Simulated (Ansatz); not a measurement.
We consider anatase TiO₂ (metastable phase), described by RPBE in Ansatz (plane waves, PAW).

Settings: plane-wave cutoff 520 eV, 12×12×12 k mesh, Fermi–Dirac smearing 0.01 eV, no spin polarisation, scalar-relativistic PAW data made under PBE.

Energies at three volumes about the minimum:

| V (Å³/atom) | E − E_lowest (meV/atom) |
|---|---|
| 11.706 | 2.51 |
| 11.945 | 0.00 |
| 12.183 | 2.40 |

Q: Fit a parabola by hand: where is the minimum, and what is the bulk modulus?

A: Slopes: (0.00 − 2.51)/(11.945 − 11.706) = -10.502 and (2.40 − 0.00)/(12.183 − 11.945) = 10.084 meV/Å³. Curvature E″ = 2 × (10.084 − (-10.502))/(12.183 − 11.706) = 86.314 meV/Å⁶. From the middle of the first interval, the slope vanishes at V0 = 11.8255 − (-10.502)/86.314 = 11.947 Å³/atom. B = V0 E″ = 11.947 × 86.314 meV/Å³ × 0.1602 GPa per meV/Å³ = 165 GPa. The full Birch–Murnaghan fit to all volumes gives V0 = 11.944 Å³/atom and B0 = 164 GPa.

Shape and atoms are relaxed at each volume.

Ansatz is a first-principles code.
